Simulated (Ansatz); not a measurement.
C2H3NO can be A, `N=CC=O`, or B, `N=C1CO1`.

Computed with Ansatz on PBE0-D4/def2-TZVP structures; ΔE is electronic, products minus reactants. CBS: MP2 limit from def2 TZ/QZ plus the TZ coupled-cluster correction, frozen cores. DFT in def2-TZVPP. B3LYP here is the variant with VWN-RPA as its local correlation; programs differ in this. Each species was taken in one conformer, which may not be the lowest.

A:

```xyz
7

N    -0.551    0.130    1.418
C     0.340    0.272    0.537
C     0.151   -0.161   -0.893
O    -0.866   -0.671   -1.274
H    -1.373   -0.312    0.990
H     1.297    0.728    0.801
H     1.003    0.014   -1.579
```

B:

Z-matrix (Å, degrees):
```
C
C 1 1.439
O 1 1.480 2 54.1
H 1 1.086 2 120.5 3 99.2
H 1 1.086 2 120.4 3 -99.2
N 2 1.245 1 159.7 3 180.0
H 6 1.016 2 110.7 1 -0.0
```

**Question.** Which is lower in electronic energy at CCSD(T)/CBS, and by how much? (Best estimate.)

**Answer.** Ansatz gave: A, by 19.0 kcal/mol.

**Question.** Give E(B) − E(A) in kcal/mol with PBE-D4, CCSD(T)/def2-SVP, ωB97M-V, HF/def2-TZVPP, B3LYP-D4, CCSD/def2-TZVPP, BLYP-D4. (Estimate.)

**Answer.** Computed: PBE-D4 13.5, CCSD(T)/def2-SVP 23.4, ωB97M-V 17.1, HF/def2-TZVPP 23.6, B3LYP-D4 18.7, CCSD/def2-TZVPP 19.8, BLYP-D4 19.0. None reverses the order clearly.

**Question.** Does the order hold for the free energy at 298.15 K (harmonic terms from PBE0-D4)? (Best estimate.)

**Answer.** Ansatz gave: Yes: G(B) − G(A) = +20.0 kcal/mol, for one conformer each.

Largest T1 diagnostic: 0.015.

At CCSD(T), def2-SVP lies +4.4 kcal/mol from the extrapolated value and def2-TZVPP +0.5 kcal/mol. From BLYP to BHLYP (50 % exact exchange), in def2-TZVPP and without D4, E(B) − E(A) moves by +0.7 kcal/mol.
